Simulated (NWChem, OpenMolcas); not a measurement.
# C3H8O2 (dimethoxymethane): a line through the functionals

The species is C3H8O2 (13 atoms), meant as a singlet with charge 0. SMILES: `COCOC`. The coordinates come from a PBE0-D4/def2-TZVP relaxation. This is one conformer, not always the lowest.

The vertical energy of the triplet above the singlet y, in eV, basis cc-pVDZ; a is the functional's share of exact exchange. Programs: NWChem 7.3.0, OpenMolcas 26.06.

| functional | program | a | y (eV) |
| --- | --- | --- | --- |
| revPBE | OpenMolcas | 0 | 7.58 |
| TPSS | NWChem | 0 | 7.81 |
| B3LYP | NWChem | 0.2 | 8.10 |
| PBE0 | NWChem | 0.25 | ? |
| BHLYP | NWChem | 0.5 | 8.92 |

Question: Fit y = c + s·a to the known rows and predict PBE0.

Answer: 
1. Means of the 4 rows: a = 0.1750, y = 8.102.
2. Σ(Δa)² = 0.1675, Σ(Δa·Δy) = 0.40825, so the slope is 0.40825/0.1675 = 2.4373.
3. Intercept: 8.102 − (2.4373) × 0.1750 = 7.675. The largest residual of the fit is 0.13.
4. PBE0: 7.675 + (2.4373) × 0.25 = 8.28 eV.

The run gave 8.29 eV, so the prediction is off by -0.01 eV, within the scatter of the fit. The rows mix families of semi-local functionals, which the line can't see.
